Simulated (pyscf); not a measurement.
Optimised with ωB97X-D3(BJ)/def2-SVP in PySCF.

Problem. For the elementary gas-phase step `[Cl][GaH2]` + `[NH3]` → `[NH2][GaH][Cl]` + `[H][H]` (singlet surface; Ga–H, H–N broken, Ga–N, H–H formed), what barrier and reaction energy does ωB97M-D3(BJ)/def2-TZVP give, measured from the separated reactants?

Solution. ΔE‡ = 0.76 eV, ΔE = -0.26 eV. Zero-point energy shifts the barrier by -0.03 eV. It is a four-centre exchange, with an imaginary mode of 1379i cm⁻¹. On the reactant side the descent ends in an adduct with a Ga–N contact, 1.22 eV under the separated species and 1.89 eV under the saddle at ωB97X-D3(BJ)/def2-TZVP. What is counted as formed (Ga–N) is already present as a longer contact in the reactant adduct; forming that adduct is a step of its own. At the saddle there is also a short Ga–H contact that neither side keeps. At ωB97X-D3(BJ)/def2-TZVP the barrier from the zero used here is 0.68 eV. One saddle was located; it need not be the lowest between these sides. Elements up to Kr have no core potential and no relativistic terms here.
